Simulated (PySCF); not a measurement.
Ketene, C2H2O, SMILES C=C=O, point group C2v.

Level: PBE0/pcSseg-2 in PySCF (density fitting, grid level 2); geometry and Hessian at that level, cubic constants and property derivatives from steps of ±0.6 along each species' dimensionless normal coordinates, second-order vibrational perturbation theory. The parent has the commonest isotopes.

Equilibrium geometry (Å):

```csv
atom,x,y,z
C1,-0.5298,0.0365,-0.1827
C2,0.7653,-0.0461,-0.0335
O3,1.9115,-0.1191,0.0986
H4,-1.0409,-0.6887,-0.7967
H5,-1.0717,0.8288,0.3100
```

Species: ²H at 4, ²H at 5. Output of the displacement run:

```
mode    cm-1    km/mol   phi_rrr   E(+)/cm-1  E(-)/cm-1
  1    373.05     1.86      -0.3      68.80      68.78
  2    454.21    71.67      -0.1      85.81      85.84
  3    569.86    12.40       0.6     102.99     102.94
  4    862.71     6.99      -0.1     155.41     155.41
  5    922.76    10.15      20.7     166.94     165.45
  6   1271.45     2.39     201.8     236.31     221.79
  7   2219.44   441.50     218.5     407.91     392.18
  8   2357.32   277.17     501.7     443.17     407.07
  9   2458.29     7.61       1.4     444.25     444.14
```

For the shielding of C1 (σe = 187.10 ppm):

```
mode  ω (cm⁻¹)  Σr φrrs (cm⁻¹)   ∂σ/∂q  ∂²σ/∂q²
   1       373              -2   0.001   -1.165
   2       454               1   0.001   -0.661
   3       570               1   0.000   -3.651
   4       863              -1   0.003    0.950
   5       923             -67  -2.934    0.179
   6      1271             432   4.894   -0.494
   7      2219            -175   0.825   -0.091
   8      2357             197   9.016   -1.131
   9      2458              -2   0.007   -1.777
```

Work out the zero-point average of this shielding.

With ⟨qs⟩ = −Σr φrrs/(4ωs) and ⟨qs²⟩ = 1/2: the mean displacements are 0.001, 0.000, -0.001, 0.000, 0.018, -0.085, 0.020, -0.021, 0.000. The anharmonic term Σ (∂σ/∂q)⟨q⟩ is -0.64 ppm, the harmonic term ¼ Σ ∂²σ/∂q² is -1.96 ppm, so ⟨σ⟩ = 184.50 ppm.
